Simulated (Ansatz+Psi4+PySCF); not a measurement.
The numbers below are computed, except where a source is named.
| atom | x (Å) | y (Å) | z (Å) |
| --- | --- | --- | --- |
| F | 0.0000 | 0.0000 | 0.0934 |
| H | 0.0000 | 0.0000 | -0.8405 |

Basis set: cc-pVTZ (spherical functions). Correlated methods keep 1 orbital frozen. Charge 0, multiplicity 1.

Starred EOM-CCSD(T)(a) on the restricted Hartree–Fock determinant with PySCF 2.14.0; the energies are vertical.

Task: The solver was asked for the few lowest roots only. Give the ionization energies of singlet HF among them whose weight of singles is over 0.7.

Result:

```csv
root,energy (eV),weight of singles
1,15.87,0.96
2,15.87,0.96
3,19.73,0.97
```

Higher main lines weren't sought.
